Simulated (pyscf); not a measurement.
Atom transfer: `[OH][SiH][OH]` [doublet] + `[FH]` → `[OH][SiH]([OH])[F]` + `[H]` [doublet]

Gas phase, doublet surface, charge 0. Bonds broken: H5–F8. Bonds formed: Si2–F8. Optimised with ωB97X-D3(BJ)/def2-SVP in PySCF.

Transition state (Å):

```xyz
8

O     -1.8354    -0.5355     0.1731
Si    -0.5731     0.3190    -0.4681
O      0.8072    -0.3282     0.1802
H     -2.6489    -0.4628    -0.3402
H     -0.6148     0.1072    -2.1277
H     -0.4841     1.7678    -0.2113
H      0.8036    -1.2812     0.3281
F     -1.7518     0.6325    -2.2090
```

One imaginary mode, 583i cm⁻¹; descent along it reached the two sides named, in the forms told below.

| bond | change | reactant side (Å) | saddle | product side |
|---|---|---|---|---|
| H5–F8 | breaks | 0.934 | 1.255 | 3.1 |
| Si2–F8 | forms | 3.1 | 2.126 | 1.632 |

Electronic energies relative to the separated reactants (kJ/mol):

| level | barrier | reaction energy | reverse barrier |
|---|---|---|---|
| ωB97X-D3(BJ)/def2-TZVP | 47.3 | -114.5 | 161.9 |
| PBE/def2-TZVP | 30.5 | -92.1 | 122.6 |
| r²SCAN/def2-TZVP | 33.6 | -104.1 | 137.7 |
| B3LYP-D3(BJ)/def2-TZVP | 46.8 | -98.9 | 145.7 |
| PBE0-D3(BJ)/def2-TZVP | 46.5 | -101.8 | 148.3 |
| M06-2X/def2-TZVP | 66.6 | -116.0 | 182.6 |
| ωB97M-D3(BJ)/def2-TZVP | 50.0 | -116.1 | 166.1 |
| HF/def2-TZVP | 120.9 | -137.5 | 258.4 |

With ωB97M-D3(BJ)/def2-TZVP energies and thermal terms (ideal gas, 1 atm, RRHO with modes under 100 cm⁻¹ raised to 100, one conformer, R ln 2 for rigid chiral ones), in kJ/mol:

| T (K) | ΔH‡ | ΔG‡ | ΔH | ΔG |
|---|---|---|---|---|
| 298 | 42.3 | 86.1 | -128.9 | -116.2 |
| 600 | 41.5 | 131.0 | -126.2 | -104.3 |
| 900 | 42.8 | 175.5 | -122.4 | -94.2 |
| 1200 | 44.9 | 219.4 | -118.5 | -85.3 |

On the reactant side the descent ends in a complex, 21.2 kJ/mol under the separated species and 68.5 kJ/mol under the saddle at ωB97X-D3(BJ)/def2-TZVP. At the saddle there is also a short H–Si contact that neither side keeps. This is the saddle that the search found; another between the same sides may lie lower. The angle at the transferred F is 52°: a side-on saddle, likely not the lowest.
